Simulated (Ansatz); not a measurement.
# The aluminium atom (doublet): density functionals in cc-pV(D+d)Z

Aim: run the aluminium atom (doublet) with a set of functionals in one basis and compare levels, spin and time.

The runs use Ansatz 0.2.0, Gaussian basis; cc-pV(D+d)Z, all electrons in the functionals, frozen cores in the correlation of double hybrids and RPA.

The runs, in order: SPW92, PBE, BLYP, revPBE, r2SCAN, B97M-V, PBE0, B3LYP, r2SCANh, r2SCAN0, BHLYP, CAM-B3LYP, wB97X-V, wB97M-V, HSE06, B2PLYP, PBE-QIDH, RPA-PBE.

## (1) The atom

A free atom, in its lowest state of this spin that the program finds.

1 atom, charge 0, spin multiplicity 2.

No dispersion term is added; B97M-V, wB97X-V, wB97M-V hold VV10 nonlocal correlation. B3LYP takes the VWN-RPA correlation. HSE06 is the plane-wave form.

## (2) SPW92 (unrestricted)

Contents of in.yaml:

```yaml
crystal:
  periodic: [false, false, false]
  atoms:
    - {symbol: Al, position_ang: [0.000000, 0.000000, 0.000000]}
basis:
  gaussian: {orbitals: "cc-pV(D+d)Z.json"}
magnetization: {spin_polarized: true, initial_magnetization: 1}
hamiltonian: {xc: {name: SPW92}}
```

Run with:

```bash
$ ansatz run in.yaml --threads 1 --pin off --events-out ev --progress --plain --max-ram 2393MiB
```

Log:

```text
Functional definition: SPW92
  name "SPW92"
  cite "Dirac, Proc. Camb. Phil. Soc. 26, 376 (1930) doi:10.1017/S0305004100016108"
  cite "Slater, Phys. Rev. 81, 385 (1951) doi:10.1103/PhysRev.81.385"
  cite "Perdew & Wang, Phys. Rev. B 45, 13244 (1992) doi:10.1103/PhysRevB.45.13244"
  exchange = slater_x
  correlation = pw_c
251 factors; their error is unknown
mean field evaluation 1: about -6566.0440 eV, gradient 1.5e0 eV
mean field evaluation 2: about -6566.0776 eV, gradient 4.0e-1 eV
mean field evaluation 4: about -6566.0701 eV, gradient 9.4e-2 eV
mean field evaluation 8: about -6566.0702 eV, gradient 2.6e-5 eV
mean field evaluation 16: about -6566.0139 eV, gradient 1.9e0 eV
mean field -6566.07017240 eV, -241.2986281934 hartree, gradient 2.6e-5 eV, S^2 0.751522; 1 other end points of the search recorded, 0 dependent functions left out
reference -6566.07019251 eV, -241.2986289324 hartree; 7, 6 occupied and 16, 17 virtual orbitals, 251 factors
Total energy: -6566.07019251 eV, -241.2986289324 hartree
```

It took 0.12 s on 1 thread of Intel Xeon 6975P-C, shared host.

From the report: ⟨S²⟩ of the determinant 0.752 (pure doublet: 0.75).

## (3) PBE (unrestricted)

Changes to in.yaml since step 2:

```diff
@@ -7,2 +7,3 @@
 magnetization: {spin_polarized: true, initial_magnetization: 1}
-hamiltonian: {xc: {name: SPW92}}
+hamiltonian: {xc: {name: PBE}}
+output: {orbitals: {seedname: orbitals}}
```

Launched as before.

Log:

```text
Functional definition: PBE
  name "PBE"
  cite "Perdew, Burke & Ernzerhof, Phys. Rev. Lett. 77, 3865 (1996) doi:10.1103/PhysRevLett.77.3865"
  parent pbe
  parameter kappa = 0.804
  parameter beta = 0.06672455060314922
  exchange = pbe_x(kappa = kappa, mu = beta*pi^2/3)
  correlation = pbe_c(beta = beta)
251 factors; their error is unknown
mean field evaluation 1: about -6591.1782 eV, gradient 1.6e0 eV
mean field evaluation 2: about -6591.2241 eV, gradient 3.9e-1 eV
mean field evaluation 4: about -6591.2264 eV, gradient 1.1e-2 eV
mean field evaluation 8: about -6591.2168 eV, gradient 2.7e-5 eV
mean field evaluation 16: about -6591.1190 eV, gradient 2.3e0 eV
mean field -6591.21679228 eV, -242.2227494292 hartree, gradient 2.7e-5 eV, S^2 0.754621; 3 other end points of the search recorded, 0 dependent functions left out
reference -6591.21681678 eV, -242.2227503295 hartree; 7, 6 occupied and 16, 17 virtual orbitals, 251 factors
Total energy: -6591.21681678 eV, -242.2227503295 hartree
```

Run time: 0.24 s. Hardware: 1 thread of Intel Xeon 6975P-C, shared host.

From the report: ⟨S²⟩ of the determinant 0.755 (pure doublet: 0.75).

## (4) BLYP (unrestricted)

Changes to in.yaml since step 3:

```diff
@@ -7,3 +7,2 @@
 magnetization: {spin_polarized: true, initial_magnetization: 1}
-hamiltonian: {xc: {name: PBE}}
-output: {orbitals: {seedname: orbitals}}
+hamiltonian: {xc: {name: BLYP}}
```

Same command.

Log:

```text
Functional definition: BLYP
  name "BLYP"
  cite "Becke, Phys. Rev. A 38, 3098 (1988) doi:10.1103/PhysRevA.38.3098"
  cite "Lee, Yang & Parr, Phys. Rev. B 37, 785 (1988) doi:10.1103/PhysRevB.37.785"
  parameter beta = 0.0042
  parameter a = 0.04918
  parameter b = 0.132
  parameter c = 0.2533
  parameter d = 0.349
  exchange = b88_x(beta = beta)
  correlation = lyp_c(a = a, b = b, c = c, d = d)
251 factors; their error is unknown
mean field evaluation 1: about -6595.1260 eV, gradient 1.6e0 eV
mean field evaluation 2: about -6595.1688 eV, gradient 5.0e-1 eV
mean field evaluation 4: about -6595.1725 eV, gradient 1.0e-2 eV
mean field evaluation 8: about -6595.1629 eV, gradient 1.8e-5 eV
mean field evaluation 16: about -6595.0881 eV, gradient 2.1e0 eV
mean field -6595.16293099 eV, -242.3677673519 hartree, gradient 1.8e-5 eV, S^2 0.753412; 1 other end points of the search recorded, 0 dependent functions left out
reference -6595.16312548 eV, -242.3677744994 hartree; 7, 6 occupied and 16, 17 virtual orbitals, 251 factors
Total energy: -6595.16312548 eV, -242.3677744994 hartree
```

Wall time 0.21 s (1 thread of Intel Xeon 6975P-C, shared host).

From the report: ⟨S²⟩ of the determinant 0.753 (pure doublet: 0.75).

## (5) revPBE (unrestricted)

Changes to in.yaml since step 4:

```diff
@@ -7,2 +7,2 @@
 magnetization: {spin_polarized: true, initial_magnetization: 1}
-hamiltonian: {xc: {name: BLYP}}
+hamiltonian: {xc: {name: revPBE}}
```

Same command.

Log:

```text
Functional definition: revPBE
  name "revPBE"
  cite "Zhang & Yang, Phys. Rev. Lett. 80, 890 (1998) doi:10.1103/PhysRevLett.80.890"
  cite "Perdew, Burke & Ernzerhof, Phys. Rev. Lett. 77, 3865 (1996) doi:10.1103/PhysRevLett.77.3865"
  parameter kappa = 1.245
  parameter beta = 0.06672455060314922
  exchange = pbe_x(kappa = kappa, mu = beta*pi^2/3)
  correlation = pbe_c(beta = beta)
251 factors; their error is unknown
mean field evaluation 1: about -6593.5547 eV, gradient 1.6e0 eV
mean field evaluation 2: about -6593.6021 eV, gradient 3.8e-1 eV
mean field evaluation 4: about -6593.6045 eV, gradient 1.1e-2 eV
mean field evaluation 8: about -6593.5949 eV, gradient 3.6e-5 eV
mean field evaluation 16: about -6593.4893 eV, gradient 2.4e0 eV
mean field -6593.59486107 eV, -242.3101418452 hartree, gradient 3.6e-5 eV, S^2 0.755416; 3 other end points of the search recorded, 0 dependent functions left out
reference -6593.59489147 eV, -242.3101429624 hartree; 7, 6 occupied and 16, 17 virtual orbitals, 251 factors
Total energy: -6593.59489147 eV, -242.3101429624 hartree
```

Wall time 0.24 s (1 thread of Intel Xeon 6975P-C, shared host).

From the report: ⟨S²⟩ of the determinant 0.755 (pure doublet: 0.75).

## (6) r2SCAN (unrestricted)

Changes to in.yaml since step 5:

```diff
@@ -7,2 +7,2 @@
 magnetization: {spin_polarized: true, initial_magnetization: 1}
-hamiltonian: {xc: {name: revPBE}}
+hamiltonian: {xc: {name: r2SCAN}}
```

Launched as before.

Log:

```text
Functional definition: r2SCAN
  name "r2SCAN"
  cite "Furness, Kaplan, Ning, Perdew & Sun, J. Phys. Chem. Lett. 11, 8208 (2020) doi:10.1021/acs.jpclett.0c02405"
  cite "Furness, Kaplan, Ning, Perdew & Sun, J. Phys. Chem. Lett. 11, 9248 (2020) doi:10.1021/acs.jpclett.0c03077"
  parent r2scan
  parameter k0 = 0.174
  parameter k1 = 0.065
  parameter a1 = 4.9479
  exchange = r2scan_x(k0 = k0, k1 = k1, a1 = a1)
  correlation = r2scan_c
251 factors; their error is unknown
mean field evaluation 1: about -6594.0027 eV, gradient 1.9e0 eV
mean field evaluation 2: about -6594.0688 eV, gradient 4.3e-1 eV
mean field evaluation 4: about -6594.0637 eV, gradient 8.5e-2 eV
mean field evaluation 8: about -6594.0638 eV, gradient 2.2e-4 eV
mean field evaluation 16: about -6594.0638 eV, gradient 7.1e-4 eV
mean field evaluation 32: about -6594.0644 eV, gradient 9.1e-2 eV
mean field -6594.06376246 eV, -242.3273736536 hartree, gradient 1.5e-5 eV, S^2 0.760162; 8 other end points of the search recorded, 0 dependent functions left out
reference -6594.06377320 eV, -242.3273740481 hartree; 7, 6 occupied and 16, 17 virtual orbitals, 251 factors
Total energy: -6594.06377320 eV, -242.3273740481 hartree
```

It took 1.4 s on 1 thread of Intel Xeon 6975P-C, shared host.

From the report: ⟨S²⟩ of the determinant 0.760 (pure doublet: 0.75).

## (7) B97M-V (unrestricted)

Changes to in.yaml since step 6:

```diff
@@ -7,2 +7,2 @@
 magnetization: {spin_polarized: true, initial_magnetization: 1}
-hamiltonian: {xc: {name: r2SCAN}}
+hamiltonian: {xc: {name: B97M-V}}
```

Same command.

Log, cut to the lines that bear on the results:

```text
Functional definition: B97M-V
  name "B97M-V"
  cite "Mardirossian & Head-Gordon, J. Chem. Phys. 142, 074111 (2015) doi:10.1063/1.4907719"
  cite "Becke, J. Chem. Phys. 107, 8554 (1997) doi:10.1063/1.475007"
  cite "Vydrov & Van Voorhis, J. Chem. Phys. 133, 244103 (2010) doi:10.1063/1.3521275"
  # Of w^i u^j: cxij and so on, Table III.
[...]
  gx(w, u) = cx00 + cx01*u + cx02*u^2 + (cx10 + cx11*u)*w
  gss(w, u) = css00 + css02*u^2 + css10*w + (css32*w^3 + css42*w^4)*u^2
  gos(w, u) = cos00 + cos01*u + cos03*u^3 + cos10*w + cos32*w^3*u^2
[...]
      + integral(e_c_pw_mod_opposite_spin*gos(b97_w_opposite, b97_u_opposite)) + vv10(b, c)
251 factors; their error is unknown
[...]
mean field -6593.21594255 eV, -242.2962168464 hartree, gradient 5.8e-5 eV, S^2 0.752872; 2 other end points of the search recorded, 0 dependent functions left out
reference -6593.21597752 eV, -242.2962181314 hartree; 7, 6 occupied and 16, 17 virtual orbitals, 251 factors
Total energy: -6593.21597752 eV, -242.2962181314 hartree
```

Run time: 0.81 s. Hardware: 1 thread of Intel Xeon 6975P-C, shared host.

From the report: ⟨S²⟩ of the determinant 0.753 (pure doublet: 0.75).

## (8) PBE0 (unrestricted)

Changes to in.yaml since step 7:

```diff
@@ -7,2 +7,3 @@
 magnetization: {spin_polarized: true, initial_magnetization: 1}
-hamiltonian: {xc: {name: B97M-V}}
+hamiltonian: {xc: {name: PBE0}}
+output: {orbitals: {seedname: orbitals}}
```

Same command.

Log:

```text
Functional definition: PBE0
  name "PBE0"
  cite "Adamo & Barone, J. Chem. Phys. 110, 6158 (1999) doi:10.1063/1.478522"
  cite "Perdew, Burke & Ernzerhof, Phys. Rev. Lett. 77, 3865 (1996) doi:10.1103/PhysRevLett.77.3865"
  parent pbe
  parameter a = 0.25
  parameter kappa = 0.804
  parameter beta = 0.06672455060314922
  exchange = (1 - a)*pbe_x(kappa = kappa, mu = beta*pi^2/3) + a*exact_x
  correlation = pbe_c(beta = beta)
133 factors; integrals over basis functions are off by at most 2.7e-4 eV
mean field evaluation 1: about -6591.8142 eV, gradient 1.6e0 eV
mean field evaluation 2: about -6591.8563 eV, gradient 3.8e-1 eV
mean field evaluation 4: about -6591.8535 eV, gradient 4.0e-1 eV
mean field evaluation 8: about -6591.8567 eV, gradient 1.4e-3 eV
mean field -6591.85667122 eV, -242.2462645466 hartree, gradient 1.6e-5 eV, S^2 0.756042; 0 other end points of the search recorded, 0 dependent functions left out
reference -6591.85668956 eV, -242.2462652204 hartree; 7, 6 occupied and 16, 17 virtual orbitals, 133 factors
Total energy: -6591.85668956 eV, -242.2462652204 hartree
```

Run time: 0.18 s. Hardware: 1 thread of Intel Xeon 6975P-C, shared host.

From the report: ⟨S²⟩ of the determinant 0.756 (pure doublet: 0.75).

## (9) B3LYP (unrestricted)

Changes to in.yaml since step 8:

```diff
@@ -7,3 +7,2 @@
 magnetization: {spin_polarized: true, initial_magnetization: 1}
-hamiltonian: {xc: {name: PBE0}}
-output: {orbitals: {seedname: orbitals}}
+hamiltonian: {xc: {name: B3LYP}}
```

The command is unchanged.

Log, cut to the lines that bear on the results:

```text
Functional definition: B3LYP
  name "B3LYP"
  cite "Stephens, Devlin, Chabalowski & Frisch, J. Phys. Chem. 98, 11623 (1994) doi:10.1021/j100096a001"
  cite "Becke, Phys. Rev. A 38, 3098 (1988) doi:10.1103/PhysRevA.38.3098"
  cite "Lee, Yang & Parr, Phys. Rev. B 37, 785 (1988) doi:10.1103/PhysRevB.37.785"
  cite "Vosko, Wilk & Nusair, Can. J. Phys. 58, 1200 (1980) doi:10.1139/p80-159"
[...]
133 factors; integrals over basis functions are off by at most 2.7e-4 eV
[...]
mean field -6595.57465728 eV, -242.3828980141 hartree, gradient 2.1e-5 eV, S^2 0.754163; 1 other end points of the search recorded, 0 dependent functions left out
reference -6595.57480202 eV, -242.3829033330 hartree; 7, 6 occupied and 16, 17 virtual orbitals, 133 factors
Total energy: -6595.57480202 eV, -242.3829033330 hartree
```

Run time: 0.3 s. Hardware: 1 thread of Intel Xeon 6975P-C, shared host.

From the report: ⟨S²⟩ of the determinant 0.754 (pure doublet: 0.75).

## (10) r2SCANh (unrestricted)

Changes to in.yaml since step 9:

```diff
@@ -7,2 +7,2 @@
 magnetization: {spin_polarized: true, initial_magnetization: 1}
-hamiltonian: {xc: {name: B3LYP}}
+hamiltonian: {xc: {name: r2SCANh}}
```

Launched as before.

Log, cut to the lines that bear on the results:

```text
Functional definition: r2SCANh
  name "r2SCANh"
  cite "Bursch, Neugebauer, Ehlert & Grimme, J. Chem. Phys. 156, 134105 (2022) doi:10.1063/5.0086040"
  cite "Furness, Kaplan, Ning, Perdew & Sun, J. Phys. Chem. Lett. 11, 8208 (2020) doi:10.1021/acs.jpclett.0c02405"
  cite "Furness, Kaplan, Ning, Perdew & Sun, J. Phys. Chem. Lett. 11, 9248 (2020) doi:10.1021/acs.jpclett.0c03077"
  parent r2scan
[...]
133 factors; integrals over basis functions are off by at most 2.7e-4 eV
[...]
mean field -6594.04812330 eV, -242.3267989248 hartree, gradient 8.4e-5 eV, S^2 0.760239; 2 other end points of the search recorded, 0 dependent functions left out
reference -6594.04813308 eV, -242.3267992844 hartree; 7, 6 occupied and 16, 17 virtual orbitals, 133 factors
Total energy: -6594.04813308 eV, -242.3267992844 hartree
```

Wall time 0.78 s (1 thread of Intel Xeon 6975P-C, shared host).

From the report: ⟨S²⟩ of the determinant 0.760 (pure doublet: 0.75).

[end of part 1 of 2]
